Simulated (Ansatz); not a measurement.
Worked example: correlation energy of HSiBr, triplet

Geometry: that of the HSiBr, singlet, kept fixed.

```xyz
3

Si    0.0000   -0.0961    1.6420
Br    0.0000    0.0159   -0.6002
H     0.0000    1.4202    1.8240
```

Basis cc-pVDZ; Ansatz 0.2.0. Correlated methods freeze the noble-gas cores and the filled d shells of p-block atoms, which leaves 12 electrons in 31 orbitals. R marks a restricted (for open shells ROHF) determinant, U an unrestricted one. No spin–orbit coupling is included, and no scalar relativity.

Full CI isn't at hand for all of this; UCCSDT(Q) serves as the reference, and is uncertain by about the last step of the cluster series.

Runs differ by some tens of microhartree through their thresholds and, for an open shell, their frozen cores, so steps under 0.03 kcal/mol mean nothing.

```csv
level,total energy (hartree)
UHF,-2861.855150
UMP2,-2862.032703
UCCSD,-2862.059020
UCCSD(T),-2862.064225
UCCSDT,-2862.065173
UCCSDT(Q),-2862.065610
```

Question: What is the correlation energy at UCCSDT(Q), and what share of it do UMP2 and UCCSD recover?

Answer: E(corr) = -2862.065610 − (-2861.855150) = -0.210460 hartree = -5.727 eV. UMP2: -0.177553 / -0.210460 = 84.36 %. UCCSD: -0.203870 / -0.210460 = 96.87 %.

Question: By how many kcal/mol does UCCSD(T) miss UCCSDT(Q) (1 hartree = 627.509 kcal/mol), and which steps make up the rest?

Answer: -2862.064225 − (-2862.065610) = 0.001385 hartree = 0.87 kcal/mol. Steps: UCCSDT − UCCSD(T) = -0.59, UCCSDT(Q) − UCCSDT = -0.27 kcal/mol. Differences between like states or geometries often cancel part of this.
